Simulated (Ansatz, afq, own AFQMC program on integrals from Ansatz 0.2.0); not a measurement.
AFQMC on a folder of integrals that Ansatz 0.2.0 wrote.

```yaml
crystal:
  periodic: [false, false, false]
  atoms:
    - {symbol: F, position_ang: [0.000000, 0.000000, 0.000000]}
basis:
  gaussian: {orbitals: aug-cc-pVTZ}
total_charge: 1
magnetization: {spin_polarized: false}
correlation: {method: ccsd_t, electrons: outside_noble_gas, hamiltonian_folder: ham}
```

```sh
$ ansatz run in.yaml --threads 1 --pin off --events-out ev --progress --plain --max-ram 24576MiB --backend cuda --devices 0, --max-vram 18GiB
```

Options of the walk:

```
--method phaseless --trial cisd --walkers 4000 --populations 20 --least-time 60 --time-step 0.005 --steps-per-block 50 --equilibration-blocks 28 --max-blocks 4000 --target-error 0.00015 --factor-cut 1e-05 --seed 7820 --release-times 0.24,0.51,0.99,1.62,2.4 --release-step 0.03 --release-every 3 --taylor-order 6
```

Times are imaginary, in 1/Eh. The walk had a cap of 122 s. With eight or more populations the least sampling time is a fifth of least-time, and the error comes from their spread.

Output of the walk:

```
orbitals 45  electrons 3 3  factors 287 of 288
reference energy -98.66914730 Eh
CCSD correlation -0.20960433 Eh in 9 cycles, weight of the determinant in the CISD state 0.8250
energy of the start -98.878767 Eh
 block  time / (1/Eh)  mean weight  energy / Eh
     1     0.250  1.0001  -98.879482
     2     0.500  1.0000  -98.881079
     3     0.750  1.0000  -98.881613
     4     1.000  1.0002  -98.882507
     5     1.250  0.9998  -98.883002
     8     2.000  1.0005  -98.884290
    17     4.250  0.9998  -98.887068
    33     8.250  0.9994  -98.893920
    41    10.250  0.9994  -98.895257
    65    16.250  1.0001  -98.894693
    89    22.250  1.0005  -98.896332
   113    28.250  1.0003  -98.894113
   137    34.250  1.0005  -98.895492
   161    40.250  0.9996  -98.896584
   169    42.250  0.9999  -98.897445
   185    46.250  1.0005  -98.895632
   209    52.250  1.0004  -98.895842
   233    58.250  1.0004  -98.896554
   257    64.250  0.9993  -98.895673
   281    70.250  0.9994  -98.896372
   305    76.250  0.9999  -98.896496
   329    82.250  1.0002  -98.895330
error from the spread of 20 populations
released: time / (1/Eh)  energy / Eh  error  mean overlap
  0.24  -98.896335  0.000130  0.9974
  0.51  -98.896425  0.000160  0.9933
  0.99  -98.896630  0.000153  0.9864
  1.62  -98.896536  0.000269  0.9748
  2.40  -98.895960  0.000469  0.9657
energy -98.896096 +/- 0.000109 Eh
(rows thinned)
```

The run passed its tests (sampling time, drift between the halves within three errors, error under three times the target), which doesn't prove that it has relaxed, ending at its cap on processor time. The second half of the sampling lies below the first by 2.2 errors of their difference, so the energy may still be moving and its error bar be too small.

Against this walk (error 3.0 meV) on the same determinant: CCSD(T) 156.4 meV higher, CCSDT(Q) 14.0 meV lower, CCSDTQ 7.3 meV lower, full CI 8.0 meV lower. The error is statistical and leaves out the bias of the constraint. Released to 1.62 1/Eh the energy moves by -12 ± 8 meV (both errors), within twice the noise. The determinant is a poor start (see the cautions), so the low cluster orders aren't to be relied on, and full CI is the sure value.

Cautions: constraint bias not in the error; another spin lies lower (by 2.64 eV); restricted determinant unstable towards unrestricted (UHF 3.13 eV lower, ⟨S²⟩ 1.01); strong correlation (T1 0.004, weight of the determinant 0.82, largest double 0.29); the determinant fills the p orbitals unequally in pairs, so it mixes two states of the atom (¹D and ¹S), and each level undoes that mixture to a different degree, while full CI gives the lower state; CCSDTQ on the UHF determinant differs (2.64 eV lower), perhaps since the unrestricted series falls towards higher spin.

The walk took 2 min on 1 × NVIDIA H100 80GB HBM3 with 2 threads of AMD EPYC 7R13 Processor (Zen 3), on a shared host (the card was shared). The log's last line is the phaseless energy.

CCSDT and higher add their correlation energy to the determinant of the CCSD(T) run, since their own runs factorise the integrals more tightly (a shift of under 2 meV).
